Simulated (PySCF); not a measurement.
PySCF input (M06-2X/6-31G* (5d)):

```python
from pyscf import gto, dft

mol = gto.M(
    atom='''
    Si    0.00000000    0.00000000    0.00000000
    H     0.01222522    1.46745298   -0.00876651
    H     1.26466648   -0.74421996    0.01999757
    H    -1.27689170   -0.72323302   -0.01123105
    ''',
    basis='6-31g*',
    charge=1,
    spin=0,
    verbose=4,
)

mf = dft.RKS(mol, xc='m062x')
mf.grids.level = 4
mf.conv_tol = 1e-9
mf.max_cycle = 100
mf.max_memory = 1500
mf.kernel()
if not mf.converged:
    mf = mf.newton()
    mf.kernel(mf.make_rdm1())
mf.dip_moment()
```

What final total energy does it give?

-290.87549 Eh.
